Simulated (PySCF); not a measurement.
Structure with atom numbers: `[CH2:1]=[CH:2][C:3](=[O:4])[F:5]`; H(Xn) means a hydrogen on atom n. Ha(C1) is cis to C3; Hb(C1) is trans to C3.

GIAO shifts from PySCF 2.14 on PBE0-D3(BJ)/def2-SVP geometries (one conformer, non-relativistic, equivalent nuclei averaged), against TMS at the same level and in the same medium; PCM means IEF-PCM chloroform.

Measured (solution, not stated per compound (mostly CDCl3 or CCl4); Pretsch, Buehlmann, Badertscher, Structure Determination of Organic Compounds, 4th ed. (2009)): H(C2) 6.14, Hb(C1) 6.25, Ha(C1) 6.60 ppm.

Q: Which unscaled values do PBE0/pcSseg-1, PCM; WP04/pcSseg-1, PCM; wB97X-D/pcSseg-1, PCM give, and how close are they?

A: 
| atoms | measured | PBE0/pcSseg-1, PCM | WP04/pcSseg-1, PCM | wB97X-D/pcSseg-1, PCM |
| --- | --- | --- | --- | --- |
| H(C2) | 6.14 | 6.27 | 6.01 | 6.23 |
| Hb(C1) | 6.25 | 6.87 | 6.60 | 6.90 |
| Ha(C1) | 6.60 | 7.36 | 7.07 | 7.37 |

Mean absolute error for 1H: PBE0/pcSseg-1, PCM 0.50, WP04/pcSseg-1, PCM 0.32, wB97X-D/pcSseg-1, PCM 0.50 ppm.
